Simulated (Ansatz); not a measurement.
This geometry of AlFH$_{4}$ (6 atoms, charge 0, multiplicity 1) is a first-order saddle point.

These are results of Ansatz 0.2.0, RKS B3LYP/def2-TZVP, not measurements.

```xyz
6
Properties=species:S:1:pos:R:3
Al 0.009 -0.096 0.012
H 0.016 0.084 1.679
H 1.393 0.159 -0.687
H -1.395 0.094 -0.668
F 0.057 -1.926 0.833
H 0.049 -1.213 1.574
```

(1) Which two structures does it join? (They come from a converged band through this point; their orientation in space is the band's.)

(2) How far does it lie above each of them?

## Answers

(1) Bonds broken: Al1–H2, F5–H6. Bonds formed: H2–H6. AlFH4 becomes AlFH2 + H2.

Image 0:

```xyz
6
Properties=species:S:1:pos:R:3
Al 0.006 0.074 0.057
H 0.008 0.467 1.612
H 1.375 0.132 -0.730
H -1.376 0.065 -0.709
F 0.058 -1.931 0.800
H 0.057 -1.705 1.711
```

Image 8:

```xyz
6
Properties=species:S:1:pos:R:3
Al 0.017 -0.550 -0.343
H 0.015 0.148 2.068
H 1.395 0.172 -0.557
H -1.395 0.108 -0.536
F 0.057 -2.179 -0.026
H 0.038 -0.597 2.137
```

(2) 3.2 kJ/mol above the first and 147.9 kJ/mol above the second. This is the barrier of this one path; another mechanism may lie lower. The orbitals stay closed-shell, which can raise the energy where a bond breaks towards radicals; this wasn't checked here.

Time of the run: 67 s on 2 threads of Arm Neoverse V1, on a shared host, peak memory 0.14 GiB.
